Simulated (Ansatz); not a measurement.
Basis-set extrapolation for AlF$_{2}$H, SMILES `[F][AlH][F]` (PBE0-D4/def2-TZVP geometry, frozen core, Ansatz 0.2.0). Multiplicity 1, RHF reference.

```json
{"": "HF", "def2-TZVPP": "-441.630968", "def2-QZVPP": "-441.648904"}
{"": "MP2 correlation", "def2-TZVPP": "-0.581387", "def2-QZVPP": "-0.637099"}
{"": "CCSD(T) correlation", "def2-TZVPP": "-0.603200", "def2-QZVPP": "-0.657550"}
```

Energies in hartree. Use E(X) = E(∞) + A·exp(−7.88·√X) for Hartree–Fock and E(X) = E(∞) + B·X^(−2.97) for correlation, with X = 3 and 4.

What is the CCSD(T) energy at the basis-set limit?

HF limit: -441.648904 + (-0.017936) × 0.13774 = -441.65137. Correlation limit: -0.657550 + (-0.054350) × 0.74074 = -0.69781. Total: -442.34918 hartree, 302.0 kJ/mol below CCSD(T)/def2-TZVPP.
